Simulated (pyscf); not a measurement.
## Four-centre exchange: `[CH3][SnH3]` + `[NH3]` → `[CH3][SnH3]` + `[NH3]`

Gas phase, singlet surface, charge 0. Bonds broken: C1–H10, H3–N9. Bonds formed: C1–H3, N9–H10. Structures and frequencies: ωB97X-D3(BJ)/def2-SVP in PySCF.

Transition state (Å):

```xyz
12

C     -0.6142    -0.6406    -0.4531
Sn     0.0302    -1.9005     1.1196
H     -0.7259     0.9632     0.7074
H     -1.5247    -1.1199    -0.8649
H      0.1662    -0.7151    -1.2363
H      1.4875    -1.2974     1.8352
H      0.3470    -3.5646     0.7681
H     -1.1263    -1.9165     2.4088
N     -1.0651     1.8848     0.2616
H     -1.1222     1.2490    -0.6102
H     -1.9675     2.2199     0.6095
H     -0.3560     2.6213     0.2115
```

One imaginary mode, 1123i cm⁻¹; descent along it reached the two sides named, in the forms told below.

```json
[
 {"bond": "C1–H10", "change": "breaks", "reactant side (Å)": "1.098", "saddle": "1.963", "product side": "3.6"},
 {"bond": "H3–N9", "change": "breaks", "reactant side (Å)": "1.020", "saddle": "1.078", "product side": "2.8"},
 {"bond": "C1–H3", "change": "forms", "reactant side (Å)": "4.2", "saddle": "1.983", "product side": "1.097"},
 {"bond": "N9–H10", "change": "forms", "reactant side (Å)": "2.8", "saddle": "1.081", "product side": "1.020"}
]
```

Electronic energies relative to the separated reactants (kcal/mol):

```tsv
level	barrier	reaction energy	reverse barrier
ωB97X-D3(BJ)/def2-TZVP	71.8	0.0	71.8
PBE/def2-TZVP	63.5	0.0	63.5
r²SCAN/def2-TZVP	67.7	0.0	67.7
B3LYP-D3(BJ)/def2-TZVP	68.5	0.0	68.5
PBE0-D3(BJ)/def2-TZVP	66.6	0.0	66.6
M06-2X/def2-TZVP	70.7	0.0	70.7
ωB97M-D3(BJ)/def2-TZVP	69.9	0.0	69.9
HF/def2-TZVP	85.7	0.0	85.7
```

With ωB97M-D3(BJ)/def2-TZVP energies and thermal terms (ideal gas, 1 atm, RRHO with modes under 100 cm⁻¹ raised to 100, one conformer, R ln 2 for chiral ones without a mode under 150 cm⁻¹), in kcal/mol:

```tsv
T (K)	ΔH‡	ΔG‡	ΔH	ΔG
298	68.3	76.7	0.0	0.0
600	68.7	85.2	0.0	0.0
900	69.4	93.2	0.0	0.0
1200	70.2	101.0	0.0	0.0
```

On the reactant side the descent ends in a complex, 4.2 kcal/mol under the separated species and 75.9 kcal/mol under the saddle at ωB97X-D3(BJ)/def2-TZVP. On the product side the descent ends in a complex, 4.1 kcal/mol under the separated species and 75.9 kcal/mol under the saddle at ωB97X-D3(BJ)/def2-TZVP. The same reactants have a lower exit, to H₃C–SnH₂–NH₂ + H₂ (barrier +41.5 kcal/mol at ωB97M-D3(BJ)/def2-TZVP, against +69.9 kcal/mol here). One saddle was located; it need not be the lowest between these sides. Elements past Kr carry the def2 core potentials, without spin-orbit coupling.
